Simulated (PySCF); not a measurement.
Delta-SCF ions had no search for a lower state. Excitations are Tamm–Dancoff values on a coarser integration grid. The basis has no diffuse functions, so Rydberg states are missing or too high.

BF3, SMILES `FB(F)F` (charge 0, multiplicity 1)

Level of theory: ωB97X-D3(BJ)/def2-TZVP // B3LYP-D3(BJ)/def2-TZVP (PySCF 2.14.0).

The HOMO comes out as -14.86 eV and the dipole moment comes out as 0.00 D. The HOMO–LUMO gap comes out as 17.01 eV and the LUMO is 2.15 eV. The S1 excitation (TDA) is 10.96 eV and the S1 oscillator strength is 0.000. The T1 excitation (TDA) comes out as 10.74 eV, the S1–T1 gap (TDA) is 0.23 eV and the vertical ionisation energy (Delta-SCF) is 15.61 eV. The total energy is -324.7370 Ha and the cost is roughly 60 core-seconds.

Bond lengths (Å): F1–B2 1.316, B2–F3 1.316, B2–F4 1.316. Angles (°): F1–B2–F3 120.0, F1–B2–F4 120.0, F3–B2–F4 120.0.
Charge 0, spin multiplicity 1.
